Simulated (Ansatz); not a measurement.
The first iterations of a band of H2S + H5NSi (10 atoms, charge 0, multiplicity 1).

All numbers below come from RKS LDA/6-31G* in Ansatz 0.2.0.

```yaml
movable_images: 7
climbing_image: yes
spring: 5.0 eV/Å²
optimiser: quadratic models (default)
start_path: through a guess of the saddle point
force_threshold: 0.5 eV/Å
iteration_limit: 60
end_points: relaxed
```

First end point:

```xyz
10
Properties=species:S:1:pos:R:3
Si -0.141 0.345 0.101
N 0.060 -0.070 1.792
H -0.790 -0.279 2.325
H 0.667 0.544 2.347
H 1.233 0.505 -0.471
H -0.926 1.604 -0.163
H -0.861 -0.802 -0.539
S 1.675 -2.858 1.474
H 0.564 -3.442 0.941
H 0.990 -1.642 1.688
```

Last end point:

```xyz
10
Properties=species:S:1:pos:R:3
Si 0.315 -0.215 -0.868
N 0.101 -0.893 2.826
H -0.355 -1.623 3.385
H -0.564 -0.120 2.701
H 0.921 -0.084 -2.234
H 0.642 1.035 -0.086
H -1.184 -0.215 -1.037
S 1.080 -1.946 0.075
H 0.609 -1.497 1.379
H 0.907 -0.537 3.353
```

| iteration | highest image above the first end (eV) | largest band force component (eV/Å) |
| --- | --- | --- |
| 1 | 24.106 | 102.457 |
| 2 | 4.687 | 17.611 |
| 3 | 1.982 | 11.469 |
| 4 | 1.334 | 4.365 |
| 5 | 1.168 | 2.078 |

Question: Does the band converge within its limit, and where does its top end?

Answer: The run converged. It ended after 15 iterations with the highest image 0.400 eV above the first end. The threshold of 0.5 eV/Å is loose, so the images may lie well off the minimum-energy path. The order of the stationary point at the top wasn't checked. The orbitals stay closed-shell, which can raise the energy where a bond breaks towards radicals; this wasn't checked here.

Time of the run: 2.2 min on 1 thread of Arm Neoverse V2, on a shared host, peak memory 0.11 GiB.
